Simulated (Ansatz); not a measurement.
## Nudged elastic band run: CH$_{6}$BSi

Input:

```yaml
crystal:
  periodic: [false, false, false]
  atoms:
    - { symbol: B, position_ang: [-1.698994, 0.307706, -1.161475] }
    - { symbol: Si, position_ang: [0.086353, 0.555685, -0.293866] }
    - { symbol: C, position_ang: [0.629377, -0.87176, 0.882194] }
    - { symbol: H, position_ang: [-2.528514, 0.992897, -1.700474] }
    - { symbol: H, position_ang: [1.031154, 0.589653, -1.496046] }
    - { symbol: H, position_ang: [0.266788, 1.891364, 0.422588] }
    - { symbol: H, position_ang: [0.581937, -1.838028, 0.354654] }
    - { symbol: H, position_ang: [1.6625, -0.705204, 1.228667] }
    - { symbol: H, position_ang: [-0.030612, -0.922303, 1.763758] }
magnetization:
  spin_polarized: true
  initial_magnetization: 1
basis:
  gaussian: { orbitals: "6-31G" }
hamiltonian:
  xc: pbe
neb:
  order_check: false
  images: 7
  f_tol: 0.05
  max_iterations: 60
  final_atoms:
    - { symbol: B, position_ang: [-0.9601394, 0.56252783, -1.60706351] }
    - { symbol: Si, position_ang: [-0.17940196, 0.60702416, 0.18247602] }
    - { symbol: C, position_ang: [0.80813851, -0.80703542, 1.02598968] }
    - { symbol: H, position_ang: [-1.56192799, 1.51979556, -2.01938578] }
    - { symbol: H, position_ang: [-0.83567935, -0.42256636, -2.28883069] }
    - { symbol: H, position_ang: [-0.29123747, 1.80844707, 1.10738097] }
    - { symbol: H, position_ang: [0.90220662, -1.66712189, 0.34474338] }
    - { symbol: H, position_ang: [1.81868697, -0.462168, 1.30663496] }
    - { symbol: H, position_ang: [0.29934309, -1.13889295, 1.94805497] }
  initial_path:
    images:
      - { positions_ang: [[-1.698994, 0.307706, -1.161475], [0.086353, 0.555685, -0.293866], [0.629377, -0.87176, 0.882194], [-2.528514, 0.992897, -1.700474], [1.031154, 0.589653, -1.496046], [0.266788, 1.891364, 0.422588], [0.581937, -1.838028, 0.354654], [1.6625, -0.705204, 1.228667], [-0.030612, -0.922303, 1.763758]] }
      - { positions_ang: [[-1.57275046, 0.34726911, -1.19147036], [0.1660274, 0.60554336, -0.29302765], [0.61537703, -0.85128157, 0.8696307], [-2.48172749, 0.8847144, -1.62499115], [0.82287343, 0.54444972, -1.54284777], [0.33241704, 1.89527249, 0.47698798], [0.60545509, -1.80191883, 0.32606565], [1.60886669, -0.70541208, 1.28846729], [-0.09654972, -0.9186266, 1.69118529]] }
      - { positions_ang: [[-1.44650692, 0.38683223, -1.22146571], [0.24570181, 0.65540171, -0.29218929], [0.60137706, -0.83080315, 0.85706741], [-2.43494098, 0.7765318, -1.5495083], [0.61459286, 0.49924645, -1.58964954], [0.39804607, 1.89918098, 0.53138796], [0.62897317, -1.76580967, 0.2974773], [1.55523337, -0.70562015, 1.34826758], [-0.16248744, -0.9149502, 1.61861259]] }
      - { positions_ang: [[-1.32026338, 0.42639534, -1.25146107], [0.32537621, 0.70526007, -0.29135094], [0.58737709, -0.81032472, 0.84450411], [-2.38815446, 0.6683492, -1.47402545], [0.40631229, 0.45404317, -1.6364513], [0.46367511, 1.90308947, 0.58578794], [0.65249126, -1.7297005, 0.26888896], [1.50160006, -0.70582823, 1.40806787], [-0.22842516, -0.9112738, 1.54603988]] }
      - { positions_ang: [[-1.19401984, 0.46595846, -1.28145643], [0.40505061, 0.75511843, -0.29051259], [0.57337712, -0.78984629, 0.83194082], [-2.34136795, 0.56016659, -1.39854259], [0.19803172, 0.4088399, -1.68325307], [0.52930414, 1.90699795, 0.64018791], [0.67600934, -1.69359133, 0.24030061], [1.44796674, -0.70603631, 1.46786816], [-0.29436288, -0.9075974, 1.47346717]] }
      - { positions_ang: [[-1.13554973, 0.4901008, -1.3628582], [0.25893747, 0.71809486, -0.17226544], [0.63206746, -0.79414358, 0.88045304], [-2.14650796, 0.80007384, -1.55375339], [-0.06039605, 0.20098833, -1.83464748], [0.32416874, 1.88236023, 0.75698618], [0.73255866, -1.68697397, 0.2664113], [1.5406468, -0.64506923, 1.42755986], [-0.14593639, -0.96542129, 1.59211412]] }
      - { positions_ang: [[-1.07707962, 0.51424314, -1.44425997], [0.11282432, 0.68107129, -0.05401829], [0.69075781, -0.79844086, 0.92896525], [-1.95164797, 1.03998108, -1.70896419], [-0.31882382, -0.00686323, -1.98604188], [0.11903333, 1.85772251, 0.87378444], [0.78910798, -1.68035661, 0.29252199], [1.63332685, -0.58410215, 1.38725156], [0.0024901, -1.02324517, 1.71076107]] }
      - { positions_ang: [[-1.01860951, 0.53838549, -1.52566174], [-0.03328882, 0.64404773, 0.06422887], [0.74944816, -0.80273814, 0.97747747], [-1.75678798, 1.27988832, -1.86417498], [-0.57725158, -0.2147148, -2.13743629], [-0.08610207, 1.83308479, 0.99058271], [0.8456573, -1.67373925, 0.31863269], [1.72600691, -0.52313508, 1.34694326], [0.1509166, -1.08106906, 1.82940802]] }
      - { positions_ang: [[-0.9601394, 0.56252783, -1.60706351], [-0.17940196, 0.60702416, 0.18247602], [0.80813851, -0.80703542, 1.02598968], [-1.56192799, 1.51979556, -2.01938578], [-0.83567935, -0.42256636, -2.28883069], [-0.29123747, 1.80844707, 1.10738097], [0.90220662, -1.66712189, 0.34474338], [1.81868697, -0.462168, 1.30663496], [0.29934309, -1.13889295, 1.94805497]] }
```

Launched with:

```bash
$ ansatz run input.yaml --threads 1 --pin off --max-ram 2048MiB --backend cpu --events-out ev --progress --plain --runs-dir out
```

Output, in part (warnings, iteration lines, the closing report on the highest movable image, with atoms numbered from 0):

```
NEB end point (image 0): max|allowed force component| = 7.000e-3 eV/Å (the criterion of neb.relax_end_points is 1.000e-2)
NEB end point (image 8): max|allowed force component| = 5.131e-3 eV/Å (the criterion of neb.relax_end_points is 1.000e-2)
NEB iter   1: max|band force component| = 4.450e0 eV/Å  barrier→ = 2.0408 eV  barrier← = 3.4462 eV  Δτ_max = 0.2000 Å  (318 SCF iters)
NEB iter   2: max|band force component| = 2.371e0 eV/Å  barrier→ = 1.2220 eV  barrier← = 2.6274 eV  Δτ_max = 0.1983 Å  (201 SCF iters)
NEB iter   3: max|band force component| = 2.111e0 eV/Å  barrier→ = 0.5750 eV  barrier← = 1.9804 eV  Δτ_max = 0.2000 Å  (197 SCF iters)
NEB iter   4: max|band force component| = 1.419e0 eV/Å  barrier→ = 0.3071 eV  barrier← = 1.7125 eV  Δτ_max = 0.1390 Å  (191 SCF iters)
NEB iter   5: max|band force component| = 7.542e-1 eV/Å  barrier→ = 0.2195 eV  barrier← = 1.6249 eV  Δτ_max = 0.1214 Å  (180 SCF iters)
NEB iter   6: max|band force component| = 3.525e-1 eV/Å  barrier→ = 0.2011 eV  barrier← = 1.6065 eV  CI = image 2  Δτ_max = 0.1994 Å  (182 SCF iters)
NEB iter   7: max|band force component| = 3.476e-1 eV/Å  barrier→ = 0.2530 eV  barrier← = 1.6584 eV  CI = image 2  Δτ_max = 0.0837 Å  (188 SCF iters)
NEB iter   8: max|band force component| = 1.703e-1 eV/Å  barrier→ = 0.2436 eV  barrier← = 1.6490 eV  CI = image 2  Δτ_max = 0.1090 Å  (177 SCF iters)
NEB iter   9: max|band force component| = 1.379e-1 eV/Å  barrier→ = 0.2392 eV  barrier← = 1.6446 eV  CI = image 2  Δτ_max = 0.1368 Å  (174 SCF iters)
NEB iter  10: max|band force component| = 1.595e-1 eV/Å  barrier→ = 0.2330 eV  barrier← = 1.6384 eV  CI = image 2  Δτ_max = 0.0687 Å  (180 SCF iters)
NEB iter  11: max|band force component| = 1.698e-1 eV/Å  barrier→ = 0.2293 eV  barrier← = 1.6347 eV  CI = image 2  Δτ_max = 0.0344 Å  (170 SCF iters)
NEB iter  12: max|band force component| = 7.789e-2 eV/Å  barrier→ = 0.2279 eV  barrier← = 1.6333 eV  CI = image 2  Δτ_max = 0.0687 Å  (169 SCF iters)
NEB iter  13: max|band force component| = 5.931e-2 eV/Å  barrier→ = 0.2255 eV  barrier← = 1.6309 eV  CI = image 2  Δτ_max = 0.0688 Å  (170 SCF iters)
NEB iter  14: max|band force component| = 6.116e-2 eV/Å  barrier→ = 0.2242 eV  barrier← = 1.6296 eV  CI = image 2  Δτ_max = 0.0680 Å  (169 SCF iters)
NEB iter  15: max|band force component| = 4.343e-2 eV/Å  barrier→ = 0.2240 eV  barrier← = 1.6294 eV  CI = image 2  Δτ_max = 0.0000 Å  (375 SCF iters)
Total energy: -9676.95931262 eV, -355.6216954600 hartree
Atom 0 at    -1.519575     0.331046    -1.311846 Å, force     0.003144     0.003650     0.009969 eV/Å
Atom 1 at    -0.169555     0.567186     0.026767 Å, force    -0.015729    -0.022259     0.003302 eV/Å
Atom 2 at     0.678650    -0.890357     0.941402 Å, force    -0.016863     0.017117    -0.016393 eV/Å
Atom 3 at    -2.066618     1.052050    -2.099730 Å, force     0.001133    -0.003298    -0.002008 eV/Å
Atom 4 at     0.279271     0.567824    -1.533271 Å, force     0.006374     0.008196     0.006250 eV/Å
Atom 5 at     0.279835     1.908439     0.591712 Å, force     0.008360    -0.000831    -0.006072 eV/Å
Atom 6 at     0.465220    -1.836507     0.420449 Å, force     0.006038     0.001126     0.003382 eV/Å
Atom 7 at     1.768446    -0.739453     0.995087 Å, force     0.005986    -0.004918     0.003068 eV/Å
Atom 8 at     0.284316    -0.960218     1.969430 Å, force     0.001557     0.001218    -0.001496 eV/Å
Dipole moment:     0.201114    -0.062914     0.265393 e Å
```

The forces met the threshold. A vibrational analysis at the climbing image gives one clearly imaginary mode, 444i cm⁻¹: a first-order saddle point. Limits of this set-up: no polarisation functions.

Final band (atoms are numbered from 1 in the order of the input):

```
image  path coordinate (Å)  energy (eV)  Si2–H5 (Å)  B1–H5 (Å)
    0                 0.00        0.000        1.53       2.76
    1                 0.64        0.064        1.54       2.47
    2                 1.29        0.224        1.62       1.83
    3                 1.74        0.049        1.86       1.36
    4                 2.20       -0.489        2.24       1.22
    5                 2.66       -1.035        2.53       1.20
    6                 3.12       -1.290        2.66       1.21
    7                 3.58       -1.391        2.73       1.20
    8                 4.04       -1.405        2.76       1.20
```

The run took 3.6 min on 1 thread of Arm Neoverse V2, on a shared host, peak memory 0.11 GiB.
